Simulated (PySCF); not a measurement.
# BeClH3: the cost of one run

Programs: PySCF 2.14.0. All values are calculated, for the isolated system unless a continuum is named. Atoms count from 0, parts from 1.

## Step 1: Starting point

5 atoms, charge 0, multiplicity 1; geometry: GFN2-xTB. Parts: 1 = atoms 0–2, `[BeH2]`, charge 0; 2 = atoms 3–4, `Cl`, charge 0.

## Step 2: Geometry optimisation at PBE0-D3(BJ)/def2-TZVPD

What the job is given:

```
{"job": {"xc": "PBE0", "basis": "def2-TZVPD", "d3": "d3bj", "grid": 3, "kind": "geom", "shake": 0.01}, "charge": 0, "multiplicity": 1, "parts": [{"atoms": "0-2", "charge": 0, "multiplicity": 1}, {"atoms": "3-4", "charge": 0, "multiplicity": 1}]}
Be     0.118644    -0.174569     0.012058
H      0.423098     0.168085    -1.209469
H     -0.963929    -0.270667     0.770560
Cl     1.850041    -0.625901     1.043943
H      1.659508    -0.974873     2.256457
```

The run is started by

```sh
> OMP_NUM_THREADS=1 python cluster_run.py task.json out
```

This one command runs all jobs of the session in turn.

Q: Estimate the wall time and peak memory of this first job on 1 thread of Arm Neoverse N1, shared host.

About 27 s, with a peak of 0.44 GiB.
